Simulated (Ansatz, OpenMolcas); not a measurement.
## Heat of formation of AlO (oxoaluminum) from total energies

AlO: 2 atoms, total charge 0, spin state doublet. SMILES: `[O]=[Al]`. The coordinates come from a PBE0-D4/def2-TZVP relaxation.

```jsonl
{"atom": "O", "x (Å)": "0.0000", "y (Å)": "0.0000", "z (Å)": "-0.0249"}
{"atom": "Al", "x (Å)": "0.0000", "y (Å)": "0.0000", "z (Å)": "1.5950"}
```

Total energies at UB3LYP/6-31G* (Cartesian functions) (OpenMolcas 26.06); the atoms run unrestricted:

```tsv
species	state	energy (Eh)
AlO	doublet	-317.611101
O	triplet	-75.060621
Al	doublet	-242.368236
```

Harmonic wavenumbers at UPBE0-D4/def2-TZVP, in cm⁻¹: 969.

Measured heats of formation of the gaseous atoms at 298.15 K, in kJ/mol: O 249.2, Al 329.7. Spin-orbit lowering of the atoms at 298 K (mean of the ground term's levels less their thermal mean, from spectra), in kJ/mol: O 0.40, Al 0.17. Take 1 Eh = 2625.50 kJ/mol, 1 cm⁻¹ = 0.0119627 kJ/mol, RT = 2.479 kJ/mol.

Task: What heat of formation follows?

Result: 
1. Electronic atomisation energy: (-75.060621) + (-242.368236) − (-317.611101) = 0.182244 Eh = 478.5 kJ/mol.
2. Zero-point energy: half the sum of the wavenumbers, 484.5 cm⁻¹ = 5.8 kJ/mol.
3. Thermal vibrational enthalpy, Σ hcν̃/(exp(hcν̃/kT) − 1): 0.1 kJ/mol. Translation, rotation and pV of a linear molecule: 3.5 RT = 8.7 kJ/mol.
4. The 2 free atoms carry 5/2 RT each: 12.4 kJ/mol.
5. Spin-orbit coupling lowers the free atoms by 0.40 + 0.17 = 0.6 kJ/mol.
6. Atomisation enthalpy at 298 K: 478.5 − 0.6 − 5.8 − 0.1 − 8.7 + 12.4 = 475.7 kJ/mol.
7. Sum of the atoms' heats of formation: 578.9 kJ/mol. Heat of formation: 578.9 − 475.7 = +103.2 kJ/mol.

No measured value is set beside it here. Anharmonicity and any spin-orbit splitting of the molecule are left out.
